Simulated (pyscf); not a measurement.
Structures and frequencies: ωB97X-D3(BJ)/def2-SVP in PySCF. Correlated levels are frozen-core, on RHF or UHF. ΔMP2 is the change of the MP2 total energy from the triple- to the quadruple-zeta basis.

Q: PBE/def2-TZVP puts the barrier of B–OH [singlet] + H₂O -> HO–BH–OH (insertion; singlet surface; H–O broken, B–H, B–O formed) at 6.7 kcal/mol and the reaction energy at -93.2 kcal/mol, from the separated reactants. What do B3LYP-D3(BJ)/def2-TZVP, M06-2X/def2-TZVP, CCSD(T)/def2-TZVPP + ΔMP2(QZVPP) give on the same structures?

A: B3LYP-D3(BJ): ΔE‡ = 14.7 kcal/mol, ΔE = -92.5 kcal/mol; M06-2X: ΔE‡ = 16.4 kcal/mol, ΔE = -93.5 kcal/mol; CCSD(T): ΔE‡ = 20.6 kcal/mol, ΔE = -87.5 kcal/mol. PBE's barrier lies under all of them, by 8.0 to 13.9 kcal/mol. Its reaction energy lies among theirs. Low barriers are usual for a GGA, whose delocalisation error favours stretched bonds. On the reactant side the descent ends in a bound adduct, 11.2 kcal/mol under the separated species and 28.0 kcal/mol under the saddle at ωB97X-D3(BJ)/def2-TZVP. At ωB97X-D3(BJ) the barrier from the zero used here is 16.8 kcal/mol. B–OH [singlet] lies 44.5 kcal/mol over its isomer HB=O (electronic energy, ωB97M-D3(BJ)). This is the saddle that the search found; another between the same sides may lie lower. The CCSD(T) − MP2 part came from Ansatz, without density fitting, on the same reference.
